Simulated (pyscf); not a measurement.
PySCF, gas phase, ωB97X-D3(BJ)/def2-SVP geometries.

Q: `[CH]=[Se]` [doublet] + `[H][H]` -> `[CH2]=[Se]` + `[H]` [doublet]
Surface: doublet. Broken: H–H. Formed: C–H. Give ΔE‡ and ΔE from ωB97M-D3(BJ)/def2-TZVP, relative to the separated reactants.

A: ΔE‡ = 16.2 kcal/mol, ΔE = +6.5 kcal/mol. Zero-point energy shifts the barrier by +0.3 kcal/mol. It is a hydrogen abstraction, with an imaginary mode of 1614i cm⁻¹. This is the saddle that the search found; another between the same sides may lie lower. The angle at the transferred H is 178°. Elements up to Kr have no core potential and no relativistic terms here.
